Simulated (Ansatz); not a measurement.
Isolated molecules relaxed with PBE0-D4/def2-TZVP in Ansatz; ΔE leaves out vibrations. CCSD(T)/CBS adds triple-zeta CCSD(T) − MP2 to the extrapolated MP2 energy (def2 sets, frozen cores). This one scheme is used for every species. Functionals use def2-TZVPP. B3LYP here is the variant with VWN-RPA as its local correlation; programs differ in this. Each species was taken in one conformer, which may not be the lowest.

Consider the substitution at a C–N bond: `C#CN(C)CN` + H–F → `NCF` + `C#CNC`.

```csv
level,ΔE (eV)
PBE-D4,0.03
B3LYP-D4,-0.01
ωB97M-V,0.02
PBE0,-0.02
SCS-MP2/def2-TZVPP,0.14
MP2/def2-QZVPP,0.26
SCS-MP2/def2-QZVPP,0.15
MP2/CBS(def2),0.26
```

Question: What does CCSD(T)/CBS give? (Estimate.)

Answer: Computed: +0.16 eV. The listed levels differ from it by -0.13, -0.17, -0.14, -0.18, -0.02, 0.10, -0.01, 0.10 eV.

Largest T1 diagnostic among the species: 0.012.

From PBE to PBE0 (25 % exact exchange), in def2-TZVPP and without D4, ΔE moves by +0.04 eV. In def2-TZVPP, CCSD(T) changes the Hartree–Fock value by +0.32 eV (the triples alone add +0.04 eV) and MP2 by +0.42 eV.
